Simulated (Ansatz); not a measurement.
A made-up structure of BSi$_{2}$H$_{6}$ (charge -1), closed shell:

| atom | x (Å) | y (Å) | z (Å) |
| --- | --- | --- | --- |
| B1 | -0.0628 | -1.1098 | 1.3389 |
| Si2 | 0.7869 | 0.8029 | 0.3335 |
| Si3 | -0.8066 | 0.0833 | -0.6493 |
| H4 | -0.5556 | -0.4420 | -1.9445 |
| H5 | -2.0028 | 0.8280 | -0.4731 |
| H6 | 0.6770 | 2.1107 | 1.0556 |
| H7 | 2.1291 | 0.7747 | -0.3279 |
| H8 | -1.1553 | -1.0301 | 0.0234 |
| H9 | 0.6234 | -1.7676 | 0.6918 |

It is relaxed with PBE-D4/def2-SVPD and then PBE0-D4/def2-TZVPD (Ansatz 0.2.0). Atoms count as bonded within 1.22 times the sum of their covalent radii (H–H: 0.88 Å). The end point is not checked to be a true minimum.

(1) Does its bonding change? (Judge from chemistry; the calculation decides.)

Answers

(1) The calculation gives: Yes. Formed: B1–Si3, B1–H8; broken: Si3–H8.

Where it ends: The first stage lowers the energy by 4.28 eV in 14 steps. It ends as BSi₂H₆ ([BH2]1[SiH2][SiH2]1), total charge -1:
```tsv
atom	x (Å)	y (Å)	z (Å)
B1	-0.1471	-0.9547	0.7084
Si2	0.8501	0.7933	0.4075
Si3	-0.8498	0.0159	-0.9362
H4	-0.5234	-0.3773	-2.3471
H5	-2.1400	0.7812	-0.9751
H6	0.6168	2.0416	1.2069
H7	2.2329	0.8858	-0.1679
H8	-0.8924	-0.9725	1.6627
H9	0.4863	-1.9633	0.4893
```

Labels in which every atom is bracketed show which atoms are joined, not bond orders.

For scale, one of the runs: PBE0-D4/def2-TZVPD relaxation, 177 basis functions, launched by `ansatz run in.yaml --threads 2 --pin off --events-out ev --progress --plain --max-ram 4352MiB`. The run took about 13 s on 2 CPU threads of an AMD EPYC 9R45 (shared host).
